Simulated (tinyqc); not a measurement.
Worked calculation: RHF in the sto-3g basis, for BH3, spin multiplicity 1. One step of it, computed by the program tinyqc.

Problem. Iteration 2: diagonalisation and new density. Diagonalise F' = X^T F X, C = X C', fill 4 alpha and 4 beta electrons from the bottom; D = 2 C_occ C_occ^T. Each column has its largest component positive (the first on a tie).

extrapolated F (hartree), lower triangle:
```
            1B 1s      1B 2s     1B 2px     1B 2py     1B 2pz      2H 1s      3H 1s      4H 1s
1B 1s   -8.972987
1B 2s   -2.397861  -1.314734
1B 2px   0.000203   0.001241  -0.468361
1B 2py   0.000000   0.000000   0.000000  -0.378439
1B 2pz   0.000763  -0.002511  -0.000003   0.000000  -0.768273
2H 1s   -0.393252  -0.407596  -0.283216   0.000000   0.002911  -0.308660
3H 1s   -0.392063  -0.406719   0.143436  -0.217321   0.002942  -0.074671  -0.311126
4H 1s   -0.392063  -0.406719   0.143436   0.217321   0.002942  -0.074671  -0.084333  -0.311126
```

X, lower triangle:
```
            1B 1s      1B 2s     1B 2px     1B 2py    1B 2pz      2H 1s      3H 1s     4H 1s
1B 1s    1.032653
1B 2s   -0.169149   1.259353
1B 2px  -0.000015   0.000158   1.132493
1B 2py   0.000000   0.000000   0.000000   1.132451
1B 2pz   0.000322  -0.002665  -0.000002   0.000000  1.000031
2H 1s    0.025068  -0.247567  -0.270227   0.000000  0.002875   1.162604
3H 1s    0.025055  -0.247316   0.134951  -0.233874  0.002872  -0.009253   1.162363
4H 1s    0.025055  -0.247316   0.134951   0.233874  0.002872  -0.009253  -0.009271  1.162363
```

Give: F' = X^T F X; orbital energies; coefficients C; D after iteration 2.

Solution.

F' = X^T F X (hartree), lower triangle:
```
        1       2       3       4       5       6       7       8
1  -8.820
2  -1.115  -0.744
3   0.000   0.002  -0.366
4   0.000   0.000   0.000  -0.280
5   0.001  -0.004   0.000   0.000  -0.768
6  -0.056  -0.177  -0.190   0.000   0.002  -0.117
7  -0.056  -0.173   0.095  -0.150   0.002  -0.014  -0.131
8  -0.056  -0.173   0.095   0.150   0.002  -0.014  -0.016  -0.131
```

orbital energies (hartree): MO1 -8.973, MO2 -0.768, MO3 -0.733, MO4 -0.503, MO5 -0.425, MO6 -0.013, MO7 0.030, MO8 0.030

coefficients C:
```
           MO1     MO2     MO3     MO4     MO5     MO6     MO7     MO8
1B 1s    1.001  -0.021  -0.262  -0.003   0.000  -0.158   0.000   0.028
1B 2s   -0.004   0.075   0.947   0.012   0.000   0.931   0.000  -0.167
1B 2px   0.000   0.000  -0.005   0.808   0.000  -0.156   0.000  -0.846
1B 2py   0.000   0.000   0.000   0.000   0.749   0.000   0.912   0.000
1B 2pz   0.000   0.997  -0.076   0.000   0.000  -0.011   0.000   0.002
2H 1s    0.002   0.004   0.069   0.248   0.000  -0.525   0.000   1.070
3H 1s    0.002   0.004   0.069  -0.131   0.274  -0.775  -0.816  -0.350
4H 1s    0.002   0.004   0.069  -0.131  -0.274  -0.775   0.816  -0.350
```

D after iteration 2, lower triangle:
```
         1B 1s  1B 2s  1B 2px  1B 2py  1B 2pz   2H 1s  3H 1s  4H 1s
1B 1s    2.142
1B 2s   -0.508  1.806
1B 2px  -0.002  0.009   1.304
1B 2py   0.000  0.000   0.000   0.000
1B 2pz  -0.001  0.005   0.000   0.000   2.000
2H 1s   -0.034  0.137   0.400   0.000  -0.002   0.133
3H 1s   -0.033  0.129  -0.213   0.000  -0.002  -0.056  0.044
4H 1s   -0.033  0.129  -0.213   0.000  -0.002  -0.056  0.044  0.044
```
